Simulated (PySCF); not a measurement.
Gas-phase reaction: 2 H2SiNH ⇌ 2 NH + H2 + 2 SiH

Computed with PySCF and rigid-rotor harmonic-oscillator thermochemistry at 1 bar. † marks an energy on the PBE0/def2-TZVP geometry and frequencies; other levels use their own. MP2 freezes the core. 6-31G* has spherical d functions here. Open shells (unrestricted): NH (multiplicity 3), SiH (multiplicity 2, electronic degeneracy 4); the rest are closed-shell singlets. Spin-orbit splitting is ignored; it lowers the true energy and changes the entropy of SiH. H2SiNH: computed as isolated molecules; such fragments, hydroxides, amides, oligomers or adducts are transient or little studied in the gas. MP2 isn't extrapolated to the basis-set limit; its ΔH°(298 K) is 1085.3 kJ in def2-SVP and 1179.8 kJ in def2-TZVPP. The harmonic model lacks anharmonicity and excited electronic states, which grow with temperature; levels with a mode under 35 cm⁻¹ are left out.

```csv
level,"ΔE electronic, kJ","ΔH°(298 K), kJ","ΔS°(298 K), J/K","ΔG°(2500 K), kJ"
HF/6-31G*,623,573,400,-452
M06-2X/def2-TZVP†,1152,1108,398,100
MP2/def2-TZVPP†,1224,1180,398,172
PBE/def2-SVP,1186,1143,398,140
PBE/def2-TZVP†,1194,1150,398,142
PBE0/def2-QZVP†,1144,1100,398,92
ωB97M-V/def2-TZVP†,1164,1120,398,113
ωB97X-V/def2-TZVP†,1167,1123,398,116
```
ΔH° is lowest at HF/6-31G* and highest at MP2/def2-TZVPP†. No reference value is set beside these.
